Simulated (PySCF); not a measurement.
Bonds broken one at a time in the series Ga Br-OH. Gas-phase values, no solvent. One relaxed conformer stands for each flexible species; it need not be the lowest. Strings in code marks are SMILES.

The highest occupied spin orbital from two functionals at the same geometries (TPSSh-D3(BJ)/def2-TZVP), both in PySCF: PBE-D3(BJ)/def2-TZVP and TPSSh-D3(BJ)/def2-TZVP. 

```json
[
 {"species": "radical fragment (`[Br]`)", "PBE-D3(BJ)/def2-TZVP (eV)": "-7.43", "TPSSh-D3(BJ)/def2-TZVP (eV)": "-8.08"},
 {"species": "radical fragment (`[Br][Ga][Br]`)", "PBE-D3(BJ)/def2-TZVP (eV)": "-5.86", "TPSSh-D3(BJ)/def2-TZVP (eV)": "-6.38"},
 {"species": "radical fragment (`[OH]`)", "PBE-D3(BJ)/def2-TZVP (eV)": "-7.16", "TPSSh-D3(BJ)/def2-TZVP (eV)": "-8.08"},
 {"species": "radical fragment (`[OH][Ga][Br]` (H–O–Ga–Br torsion 180°))", "PBE-D3(BJ)/def2-TZVP (eV)": "-5.57", "TPSSh-D3(BJ)/def2-TZVP (eV)": "-6.12"},
 {"species": "radical fragment (`[OH][Ga][OH]` (H–O–Ga–O torsion 180°, O–Ga–O–H torsion 0°))", "PBE-D3(BJ)/def2-TZVP (eV)": "-5.46", "TPSSh-D3(BJ)/def2-TZVP (eV)": "-6.01"}
]
```

Over these rows, drawn at random from the members with no instability flagged (it was tested for open shells, ions and some series alone), PBE minus TPSSh-D3(BJ): mean +0.64 eV, from +0.52 eV to +0.93 eV.
